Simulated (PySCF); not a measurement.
A TDDFT job was run through a driver script with this input:

```
{"job": {"kind": "uv", "xc": "PBE0", "basis": "def2-SVPD", "nstates": 6, "ntriplets": 2}, "charge": 0, "multiplicity": 1}
C     -1.156573    -0.025455     0.055323
C      0.258860     0.426559     0.119070
Cl     0.479252     2.067549     0.630957
C      1.346944    -0.276111    -0.168532
Cl     1.282421    -1.912959    -0.688754
H     -1.620967     0.060380     1.036859
H     -1.204304    -1.059072    -0.275856
H     -1.717621     0.601549    -0.636402
H      2.345549     0.123552    -0.097845
```

Level of theory: PySCF, TDDFT PBE0/def2-SVPD, vertical, gas phase, core orbitals frozen in the response. Job line and output are in the format of a driver script around the code.

**Question.** What does the script print for it, SCF cycles aside?

**Answer.** 
```
converged SCF energy = -1036.3082020925

Static polarisability (au): isotropic 66.315, principal 46.590 62.188 90.167

Singlet excitations
state   eV       nm        f      main configurations
  1   5.8063    213.5   0.00006   H->L+1 0.98
  2   6.2786    197.5   0.33176   H->L 0.95
  3   6.7505    183.7   0.00674   H->L+2 0.80, H->L+3 0.19
  4   6.9704    177.9   0.00796   H->L+3 0.77, H->L+2 0.18
  5   7.0788    175.1   0.00016   H-1->L 0.99
  6   7.4429    166.6   0.00013   H-2->L 0.99

Triplet excitations (Tamm-Dancoff, eV): 3.9211 5.2719
```

Geometry: GFN2-xTB; no solvent, vibrations or thermal averaging.

H and L stand for HOMO and LUMO.

Hardware: an Arm Neoverse V1 with one thread, no GPU (shared host). Cost: 10 s wall, 0.62 GiB resident at most.
